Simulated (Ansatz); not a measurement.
# CH₆AlF: a barrier at many levels of theory

How high is the barrier of this step (Al1–F6 tightened, C2–H5 formed, Al1–C2 broken, H5–F6 broken), and how far do cheaper methods land from CCSD(T)?

Computed with Ansatz 0.2.0, Gaussian basis. Level: single points in def2-TZVPP on PBE0-D4/def2-TZVP structures.

Levels: SPW92, PBE-D4, BLYP-D4, r2SCAN-D4, B97M-V, PBE0-D4, B3LYP-D4, r2SCAN0-D4, BHLYP-D4, CAM-B3LYP-D4, wB97X-V, wB97M-V, B2PLYP, PBE-QIDH, RPA on PBE, Hartree-Fock, MP2, CCSD, CCSD(T). The reference is CCSD(T) at the basis limit, from triple and quadruple zeta. Zero-point energies come from PBE0-D4 vibrations.

Cores are frozen in the correlated methods. B3LYP uses VWN-RPA correlation. B2PLYP carries no dispersion term here.

22 further runs of the same task are left out: 22 set aside as unsound or not needed.

## Step 1: Start, saddle and end, as given

Charge 0, multiplicity 1. The folders r, ts and p hold the start, the saddle and the end; their coordinates stand in the first inputs.

```csv
pair,r (Å),ts (Å),p (Å)
Al1–F6,2.134,1.962,1.658
C2–H5,2.508,1.634,1.095
Al1–C2,1.975,2.058,2.776
H5–F6,0.931,1.035,2.454
```

## Step 2: wB97M-V/def2-TZVPP

The input, r/in.yaml:

```yaml
crystal:
  periodic: [false, false, false]
  atoms:
    - {symbol: Al, position_ang: [-0.471569, -0.916582, 0.180740]}
    - {symbol: C, position_ang: [-0.357854, 1.045785, -0.006254]}
    - {symbol: H, position_ang: [-1.041307, -1.766710, -1.036594]}
    - {symbol: H, position_ang: [-0.442067, -1.546064, 1.640929]}
    - {symbol: H, position_ang: [1.812752, -0.150029, -0.392259]}
    - {symbol: F, position_ang: [1.608958, -1.051019, -0.273632]}
    - {symbol: H, position_ang: [0.314810, 1.522345, 0.716548]}
    - {symbol: H, position_ang: [-1.345628, 1.482019, 0.182620]}
    - {symbol: H, position_ang: [-0.077995, 1.380254, -1.012099]}
basis:
  gaussian: {orbitals: def2-TZVPP}
hamiltonian: {xc: {name: wB97M-V}}
```

The input, ts/in.yaml:

```yaml
crystal:
  periodic: [false, false, false]
  atoms:
    - {symbol: Al, position_ang: [-0.365660, -1.051627, 0.083604]}
    - {symbol: C, position_ang: [-0.164159, 0.990411, -0.078524]}
    - {symbol: H, position_ang: [-0.819441, -1.782255, -1.244474]}
    - {symbol: H, position_ang: [-0.751178, -1.573809, 1.527030]}
    - {symbol: H, position_ang: [1.177034, 0.059761, -0.016460]}
    - {symbol: F, position_ang: [1.588861, -0.888255, 0.037702]}
    - {symbol: H, position_ang: [0.744272, 1.614466, -0.030490]}
    - {symbol: H, position_ang: [-0.775242, 1.366017, 0.747624]}
    - {symbol: H, position_ang: [-0.634386, 1.265291, -1.026012]}
basis:
  gaussian: {orbitals: def2-TZVPP}
hamiltonian: {xc: {name: wB97M-V}}
```

The input, p/in.yaml:

```yaml
crystal:
  periodic: [false, false, false]
  atoms:
    - {symbol: Al, position_ang: [-0.109161, -1.497190, 0.218668]}
    - {symbol: C, position_ang: [0.045508, 1.245065, -0.185223]}
    - {symbol: H, position_ang: [-0.924568, -1.628308, -1.124442]}
    - {symbol: H, position_ang: [-0.740016, -1.439967, 1.663921]}
    - {symbol: H, position_ang: [0.942773, 0.627623, -0.300032]}
    - {symbol: F, position_ang: [1.531575, -1.715493, 0.129991]}
    - {symbol: H, position_ang: [0.358883, 2.189426, 0.258945]}
    - {symbol: H, position_ang: [-0.693884, 0.807578, 0.496581]}
    - {symbol: H, position_ang: [-0.411009, 1.411267, -1.158410]}
basis:
  gaussian: {orbitals: def2-TZVPP}
hamiltonian: {xc: {name: wB97M-V}}
```

No record of the launch command was kept for these runs.

r printed, cut to the lines that bear on the results:

```text
Functional definition: wB97M-V
  name "wB97M-V"
  cite "Mardirossian & Head-Gordon, J. Chem. Phys. 144, 214110 (2016) doi:10.1063/1.4952647"
  cite "Becke, J. Chem. Phys. 107, 8554 (1997) doi:10.1063/1.475007"
  cite "Vydrov & Van Voorhis, J. Chem. Phys. 133, 244103 (2010) doi:10.1063/1.3521275"
  # Of w^i u^j: cxij and so on, Table III.
[...]
  gx(w, u) = 1 - cx + cx01*u + cx10*w
  gss(w, u) = css00 + css04*u^4 + css10*w + css20*w^2 + css43*w^4*u^3
  gos(w, u) = cos00 + cos10*w + (cos20 + cos21*u)*w^2 + (cos60 + cos61*u)*w^6
[...]
      + integral(e_c_pw_mod_opposite_spin*gos(b97_w_opposite, b97_u_opposite)) + vv10(b, c)
962 factors; their error is unknown
255 factors; integrals over basis functions are off by at most 1.2e-5 eV
[...]
mean field -10448.35644647 eV, -383.9700172573 hartree, gradient 8.2e-5 eV, S^2 0.000000; 0 other end points of the search recorded, 0 dependent functions left out
reference -10448.35649750 eV, -383.9700191327 hartree; 17, 17 occupied and 171, 171 virtual orbitals, 962 factors
Total energy: -10448.35649750 eV, -383.9700191327 hartree
```

Output in ts, cut to the lines that bear on the results:

```text
[... 5 set-up lines as earlier in the session ...]
  # Of w^i u^j: cxij and so on, Table III.
[...]
  gx(w, u) = 1 - cx + cx01*u + cx10*w
  gss(w, u) = css00 + css04*u^4 + css10*w + css20*w^2 + css43*w^4*u^3
  gos(w, u) = cos00 + cos10*w + (cos20 + cos21*u)*w^2 + (cos60 + cos61*u)*w^6
[...]
      + integral(e_c_pw_mod_opposite_spin*gos(b97_w_opposite, b97_u_opposite)) + vv10(b, c)
962 factors; their error is unknown
255 factors; integrals over basis functions are off by at most 1.2e-5 eV
[...]
mean field -10448.20718614 eV, -383.9645320414 hartree, gradient 7.8e-5 eV, S^2 0.000000; 0 other end points of the search recorded, 0 dependent functions left out
reference -10448.20723620 eV, -383.9645338810 hartree; 17, 17 occupied and 171, 171 virtual orbitals, 962 factors
Total energy: -10448.20723620 eV, -383.9645338810 hartree
```

Output in p, cut to the lines that bear on the results:

```text
[... 5 set-up lines as earlier in the session ...]
  # Of w^i u^j: cxij and so on, Table III.
[...]
  gx(w, u) = 1 - cx + cx01*u + cx10*w
  gss(w, u) = css00 + css04*u^4 + css10*w + css20*w^2 + css43*w^4*u^3
  gos(w, u) = cos00 + cos10*w + (cos20 + cos21*u)*w^2 + (cos60 + cos61*u)*w^6
[...]
      + integral(e_c_pw_mod_opposite_spin*gos(b97_w_opposite, b97_u_opposite)) + vv10(b, c)
962 factors; their error is unknown
255 factors; integrals over basis functions are off by at most 1.2e-5 eV
[...]
mean field -10450.10266837 eV, -384.0341897287 hartree, gradient 1.1e-5 eV, S^2 0.000000; 0 other end points of the search recorded, 0 dependent functions left out
reference -10450.10272090 eV, -384.0341916591 hartree; 17, 17 occupied and 171, 171 virtual orbitals, 962 factors
Total energy: -10450.10272090 eV, -384.0341916591 hartree
```

Wall times: 19 s (r), 16 s (ts), 19 s (p) on 2 threads, shared host; peak memory 0.5 GiB.

Barrier 14.4 kJ/mol; end less start -168.5 kJ/mol.

## Step 3: CCSD(T)/def2-TZVPP

Each input of step 2 (r, ts, p) changes in the same lines:

```diff
-hamiltonian: {xc: {name: wB97M-V}}
+correlation: {method: ccsd_t}
```

r printed, cut to the lines that bear on the results:

```text
Functional definition: HF
  name "HF"
  cite "Fock, Z. Phys. 61, 126 (1930) doi:10.1007/BF01340294"
  parent pbe
[...]
1092 factors; integrals over basis functions are off by at most 1.2e-3 eV
[...]
mean field -10415.93576416 eV, -382.7785791581 hartree, gradient 2.0e-6 eV, S^2 0.000000; 0 other end points of the search recorded, 0 dependent functions left out
7 core orbitals not correlated: weight in the atoms' cores, before any rotation towards them, 1.000 or more for the frozen orbitals, at most 0.000 for the correlated occupied ones
reference -10415.93576416 eV, -382.7785791581 hartree; 10, 10 occupied and 171, 171 virtual orbitals, 1092 factors
second order -14.87398690 eV of doubles, -0.00000000 eV of singles
cycle   1  -15.38851408 eV  change   -5.1e-1 eV  update   7.5e-2
[...]
cycle   8  -15.80673185 eV  change    1.4e-5 eV  update   2.3e-5
perturbative correction -0.44958198 eV, -0.0165218330 hartree
Total energy: -10432.19207800 eV, -383.3759876726 hartree
```

Output in ts, cut to the lines that bear on the results:

```text
[... 4 set-up lines as earlier in the session ...]
[...]
1098 factors; integrals over basis functions are off by at most 1.1e-3 eV
[...]
mean field -10415.44676480 eV, -382.7606087630 hartree, gradient 9.5e-6 eV, S^2 0.000000; 0 other end points of the search recorded, 0 dependent functions left out
7 core orbitals not correlated: weight in the atoms' cores, before any rotation towards them, 1.000 or more for the frozen orbitals, at most 0.000 for the correlated occupied ones
reference -10415.44676480 eV, -382.7606087630 hartree; 10, 10 occupied and 171, 171 virtual orbitals, 1098 factors
second order -15.21171732 eV of doubles, -0.00000000 eV of singles
cycle   1  -15.61206966 eV  change   -4.0e-1 eV  update   8.0e-2
[...]
cycle   9  -16.05385457 eV  change   -8.0e-6 eV  update   1.2e-5
perturbative correction -0.49994389 eV, -0.0183725991 hartree
Total energy: -10432.00056326 eV, -383.3689496358 hartree
```

Output in p, cut to the lines that bear on the results:

```text
[... 4 set-up lines as earlier in the session ...]
[...]
1087 factors; integrals over basis functions are off by at most 1.1e-3 eV
[...]
mean field -10417.86121930 eV, -382.8493383295 hartree, gradient 2.9e-6 eV, S^2 0.000000; 0 other end points of the search recorded, 0 dependent functions left out
7 core orbitals not correlated: weight in the atoms' cores, before any rotation towards them, 1.000 or more for the frozen orbitals, at most 0.000 for the correlated occupied ones
reference -10417.86121930 eV, -382.8493383295 hartree; 10, 10 occupied and 171, 171 virtual orbitals, 1087 factors
second order -14.72505105 eV of doubles, -0.00000000 eV of singles
cycle   1  -15.21586288 eV  change   -4.9e-1 eV  update   8.3e-2
[...]
cycle   9  -15.66054911 eV  change   -8.9e-6 eV  update   1.2e-5
perturbative correction -0.42635001 eV, -0.0156680739 hartree
Total energy: -10433.94811843 eV, -383.4405209683 hartree
```

Wall times: 100 s (r), 93 s (ts), 93 s (p) on 2 threads, shared host; peak memory 2 GiB.

At this level: barrier 18.5 kJ/mol, step energy -169.4 kJ/mol.

## Step 4: MP2/def2-QZVPP

Each input of step 3 (r, ts, p) changes in the same lines:

```diff
-  gaussian: {orbitals: def2-TZVPP}
-correlation: {method: ccsd_t}
+  gaussian: {orbitals: "def2-QZVPP.json"}
+correlation: {method: mp2}
```

The basis file named in the input lies beside it (Basis Set Exchange, JSON).

Log of r:

```text
[... 4 set-up lines as earlier in the session ...]
  exchange = exact_x
  correlation = 0
2146 factors; integrals over basis functions are off by at most 9.8e-4 eV
mean field evaluation 1: about -10413.3872 eV, gradient 3.5e1 eV
mean field evaluation 2: about -10413.4458 eV, gradient 3.5e1 eV
mean field evaluation 4: about -10416.2872 eV, gradient 2.9e0 eV
mean field evaluation 8: about -10416.3209 eV, gradient 2.2e-1 eV
mean field -10416.32114203 eV, -382.7927415336 hartree, gradient 2.3e-6 eV, S^2 0.000000; 0 other end points of the search recorded, 0 dependent functions left out
7 core orbitals not correlated: weight in the atoms' cores, before any rotation towards them, 1.000 or more for the frozen orbitals, at most 0.000 for the correlated occupied ones
reference -10416.32114203 eV, -382.7927415336 hartree; 10, 10 occupied and 347, 347 virtual orbitals, 2146 factors
second order -16.05652686 eV of doubles, -0.00000000 eV of singles
Total energy: -10432.37766889 eV, -383.3828080120 hartree
```

ts printed:

```text
[... 6 set-up lines as earlier in the session ...]
2151 factors; integrals over basis functions are off by at most 1.1e-3 eV
mean field evaluation 1: about -10413.3086 eV, gradient 3.3e1 eV
mean field evaluation 2: about -10413.3707 eV, gradient 3.3e1 eV
mean field evaluation 4: about -10415.8059 eV, gradient 2.9e0 eV
mean field evaluation 8: about -10415.8382 eV, gradient 2.1e-1 eV
mean field -10415.83846751 eV, -382.7750035719 hartree, gradient 2.6e-6 eV, S^2 0.000000; 0 other end points of the search recorded, 0 dependent functions left out
7 core orbitals not correlated: weight in the atoms' cores, before any rotation towards them, 1.000 or more for the frozen orbitals, at most 0.000 for the correlated occupied ones
reference -10415.83846751 eV, -382.7750035719 hartree; 10, 10 occupied and 347, 347 virtual orbitals, 2151 factors
second order -16.39463764 eV of doubles, -0.00000000 eV of singles
Total energy: -10432.23310515 eV, -383.3774953926 hartree
```

p printed:

```text
[... 6 set-up lines as earlier in the session ...]
2129 factors; integrals over basis functions are off by at most 7.6e-4 eV
mean field evaluation 1: about -10415.1217 eV, gradient 3.8e1 eV
mean field evaluation 2: about -10415.1820 eV, gradient 3.8e1 eV
mean field evaluation 4: about -10418.2269 eV, gradient 3.2e0 eV
mean field evaluation 8: about -10418.2703 eV, gradient 1.7e-1 eV
mean field -10418.27041982 eV, -382.8643761712 hartree, gradient 1.9e-6 eV, S^2 0.000000; 0 other end points of the search recorded, 0 dependent functions left out
7 core orbitals not correlated: weight in the atoms' cores, before any rotation towards them, 1.000 or more for the frozen orbitals, at most 0.000 for the correlated occupied ones
reference -10418.27041982 eV, -382.8643761712 hartree; 10, 10 occupied and 347, 347 virtual orbitals, 2129 factors
second order -15.90781328 eV of doubles, -0.00000000 eV of singles
Total energy: -10434.17823311 eV, -383.4489775266 hartree
```

Times: 52 s (r), 57 s (ts), 44 s (p) on 2 threads, shared host; peak memory 1.5 GiB.

This gives 13.9 kJ/mol for the barrier and -173.7 kJ/mol for the step.

[end of part 1 of 2]
